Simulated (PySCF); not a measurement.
Computed with PySCF with PBE-D3(BJ)/def2-TZVP // B3LYP-D3(BJ)/def2-TZVP. Gas-phase values, no solvent. 

Reference species (SMILES): `F[Si](F)(F)F` (neutral, multiplicity 1).

LUMO: -0.60 eV
HOMO: -10.58 eV

Changed species: `N[Si](F)(F)F` (1 of 4 F replaced by NH2; the reference has 0 of 4 F replaced by NH2).

Task: Give the shifts of the LUMO and HOMO.

Result: the LUMO rises by 0.19 eV, to -0.41 eV; the HOMO rises by 3.53 eV, to -7.05 eV.
